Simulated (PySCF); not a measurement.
## How far are cheaper levels from CCSD(T)/CBS for Cl₂⁺?

PySCF; the state is a doublet (π ↑). The composite is CCSD(T) extrapolated to the basis-set limit from two correlation-consistent sets, with core-valence (CV) and scalar-relativistic (SR) terms as its label shows; it has no spin–orbit coupling and nothing beyond (T). Here it is CCSD(T)/CBS(TQ)+CV+SR. It gives Re = 1.889 Å, ωe = 656 cm⁻¹ and De = 4.00 eV to Cl⁺ + Cl.

```
      level          basis     relativity  Re (Å)  ωe (cm⁻¹)  De (eV)
        UHF     6-31G(d,p)  no relativity   1.874        736     1.04
    UHF-MP2     6-31G(d,p)  no relativity   1.930        600     2.88
UHF-CCSD(T)    def2-TZVPPD  no relativity   1.907        636     3.70
        LDA    def2-TZVPPD  no relativity   1.893        650     5.54
     revPBE  jorge-DZP-DKH  spin-free X2C   1.960        590     4.04
       PW91     6-31G(d,p)  no relativity   1.948        590     4.20
     r²SCAN    def2-TZVPPD  no relativity   1.897        650     4.34
      B3LYP    aug-pcseg-1  no relativity   1.946        618     3.75
       PBE0    aug-pcseg-1  no relativity   1.917        659     3.81
    LC-ωPBE    aug-pcseg-1  no relativity   1.891        716     3.47
```

Q: Give the difference of each row from the composite.

A: 

| level | basis | ΔRe (pm) | Δωe (%) | ΔDe (eV) |
| --- | --- | --- | --- | --- |
| UHF | 6-31G(d,p) | -1.5 | +12.2 | -2.96 |
| UHF-MP2 | 6-31G(d,p) | +4.1 | -8.5 | -1.12 |
| UHF-CCSD(T) | def2-TZVPPD | +1.8 | -3.0 | -0.30 |
| LDA | def2-TZVPPD | +0.4 | -0.9 | +1.54 |
| revPBE | jorge-DZP-DKH | +7.1 | -10.1 | +0.04 |
| PW91 | 6-31G(d,p) | +5.9 | -10.1 | +0.20 |
| r²SCAN | def2-TZVPPD | +0.8 | -0.9 | +0.34 |
| B3LYP | aug-pcseg-1 | +5.7 | -5.8 | -0.25 |
| PBE0 | aug-pcseg-1 | +2.8 | +0.5 | -0.19 |
| LC-ωPBE | aug-pcseg-1 | +0.2 | +9.1 | -0.53 |

Q: Which rows come closest in De?

A: revPBE in jorge-DZP-DKH (+0.04 eV), counted from the composite.

Correlated steps freeze 10 core orbitals. Correlated levels converge slowly with the basis: in double zeta they bind strong bonds too weakly, by up to about 1 eV, and carry superposition errors of some tenths. Counting both spins, an empty level lies below a filled one in some of these solutions, because spin and occupation are held. The state was picked by a PBE0 search and need not be the measured ground state.
